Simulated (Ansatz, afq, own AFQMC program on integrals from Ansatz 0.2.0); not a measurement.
SiO, singlet → SiO⁺, doublet

| atom | x (Å) | y (Å) | z (Å) |
| --- | --- | --- | --- |
| Si | 0.0000 | 0.0000 | 0.0000 |
| O | 0.0000 | 0.0000 | 1.5088 |

E(doublet, charge +1) − E(singlet, charge +0) at this geometry, on RHF and UHF determinants.

Basis 6-31G. Noble-gas cores (and the filled d shells of Ga–Kr and In–Xe) are frozen. Ansatz 0.2.0 and our own AFQMC program on the same integrals; the CISD trial comes from CCSD amplitudes, and released means the phaseless constraint is let go. ± is one standard error of the sampling. The errors of all members are added in quadrature.

Full CI on the same integrals is exact in this basis and with this determinant's frozen core.

Errors are counted within 6-31G, not against nature.

Cautions: SiO (singlet): raised T1 diagnostic (T1 0.033, weight of the determinant 0.89, largest double 0.08), its ph-AFQMC/CISD value lies 29 ± 5 meV above full CI; SiO⁺ (doublet): an unrestricted solution with more broken spin lies lower, strong correlation (T1 0.091, weight of the determinant 0.76, largest double 0.12), the released energies have errors that jump between times, so the bars are unsure, so no released level is given (meV from the phaseless value at times in 1/Eh: -11 ± 4 at 0.24, -1335 ± 1311 at 0.51, -23 ± 6 at 0.99, -36 ± 3 at 1.62, -37 ± 4 at 2.40), its ph-AFQMC/CISD value lies 68 ± 5 meV above full CI.

```tsv
level	vertical ionization energy (kcal/mol)
CCSD	246.6
HF	236.9
```

Problem. From these cheaper values, estimate the vertical ionization energy at the reference level in 6-31G.

Solution. 247.1 kcal/mol (full CI in 6-31G).

| level | vertical ionization energy (kcal/mol) | error against FCI (kcal/mol) |
| --- | --- | --- |
| MP2 | 270.5 | 23.4 |
| CCSD(T) | 248.3 | 1.2 |
| CCSDT | 247.0 | 0.0 |
| CCSDT(Q) | 246.6 | -0.4 |
| CCSDTQ | 247.1 | 0.0 |
| ph-AFQMC/CISD | 248.0 ± 0.2 | 0.9 ± 0.2 |

Correlation beyond CCSD(T) takes off 1.2 kcal/mol. The perturbative (T) step is worth +1.7 kcal/mol. Where the cautions show a poor determinant, the low rows tell how each method copes with it, not its usual error.

CCSDT and higher add their correlation energy to the determinant of the CCSD(T) run, since their own runs factorise the integrals more tightly (a shift of under 2 meV). A walk keeps the symmetry of its determinant, which the program's search chose and which needn't be the lowest solution, so a lower state of the same spin and another symmetry isn't excluded.
